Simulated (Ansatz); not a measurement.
Cost and result for the atomization energy of C5H7N (`C#CC(N)C=C`) (13 atoms, 12 bonds).

Cartesian coordinates in Å:
```
C 0.1304 -2.6627 -0.3185
C -0.1235 -1.4929 -0.2371
C -0.4301 -0.0666 -0.1519
N -1.5751 0.1349 0.7328
C 0.7484 0.6911 0.3955
C 1.3790 1.6449 -0.2704
H 0.3586 -3.6999 -0.3872
H -0.6066 0.2863 -1.1812
H -1.8741 1.1012 0.6831
H -2.3494 -0.4518 0.4476
H 1.0420 0.4146 1.4040
H 2.2180 2.1781 0.1608
H 1.0825 1.9227 -1.2774
```

Charge 0, multiplicity 1. The structure was optimised at the PBE0-D4/def2-TZVP level. It is one conformer, not always the lowest. Program: Ansatz. All runs use 4 threads of an Arm Neoverse V1 on a shared host. Times are those of one run each, without the atoms' runs, and a repeat can differ threefold. Electronic energies, without spin–orbit coupling; frozen cores. CCSD(T)/CBS adds CCSD(T) − MP2 in def2-TZVPP to the MP2 limit, and its time is that of the two runs behind it. T1 = 0.011. B3LYP takes the VWN-RPA correlation (the form of Gaussian; ORCA's B3LYP/G).

CCSD(T)/CBS is a level of theory with its own doubt, some kJ/mol a heavy atom from the limit and from the frozen cores, so smaller differences don't rank the functionals.

```json
{"level": "PBE-D4/def2-TZVPP (with forces)", "functions": "284", "wall time": "3 s"}
{"level": "PBE0-D4/def2-TZVPP", "functions": "284", "wall time": "3.1 s"}
{"level": "r2SCAN-D4/def2-TZVPP (with forces)", "functions": "284", "wall time": "5.5 s"}
{"level": "B3LYP-D4/def2-TZVPP (with forces)", "functions": "284", "wall time": "5.5 s"}
{"level": "B2PLYP/def2-TZVPP", "functions": "284", "wall time": "7 s"}
{"level": "ωB97X-V/def2-TZVPP", "functions": "284", "wall time": "8.5 s"}
{"level": "ωB97M-V/def2-TZVPP (with forces)", "functions": "284", "wall time": "12 s"}
{"level": "MP2/def2-QZVPP", "functions": "552", "wall time": "31 s"}
{"level": "CCSD(T)/def2-TZVPP", "functions": "284", "wall time": "4.4 min"}
{"level": "CCSD(T)/CBS(def2)", "functions": "–", "wall time": "4.9 min"}
```

Problem. What atomization energy does each give, and how far from CCSD(T)/CBS? (An estimate is asked.)

Solution. Computed: 
```
                             level  atomization (kJ/mol)  difference from CCSD(T)/CBS  per bond
   PBE-D4/def2-TZVPP (with forces)                5661.5                        185.0      15.4
                PBE0-D4/def2-TZVPP                5537.5                         61.0       5.1
r2SCAN-D4/def2-TZVPP (with forces)                5484.3                          7.8       0.7
 B3LYP-D4/def2-TZVPP (with forces)                5498.8                         22.3       1.9
                 B2PLYP/def2-TZVPP                5445.4                        -31.1      -2.6
                ωB97X-V/def2-TZVPP                5480.1                          3.6       0.3
  ωB97M-V/def2-TZVPP (with forces)                5501.8                         25.3       2.1
                    MP2/def2-QZVPP                5534.8                         58.3       4.9
                CCSD(T)/def2-TZVPP                5334.3                       -142.2     -11.8
                 CCSD(T)/CBS(def2)                5476.5                          0.0       0.0
```

From PBE to PBE0 (25 % exact exchange), in def2-TZVPP and without D4, the atomization energy moves by −120.0 kJ/mol: exact exchange takes away binding that semilocal exchange gives to molecules. In def2-TZVPP, CCSD(T) changes the Hartree–Fock value by +1401.4 kJ/mol (the triples alone add +96.8 kJ/mol) and MP2 by +1518.0 kJ/mol; breaking electron pairs costs correlation energy, which Hartree–Fock lacks. The D4 term adds +40.3 kJ/mol with B3LYP and +21.4 kJ/mol with PBE0; it sums over pairs of atoms, weighted by their polarisabilities, and B3LYP, whose exchange is more repulsive, gets the larger term.
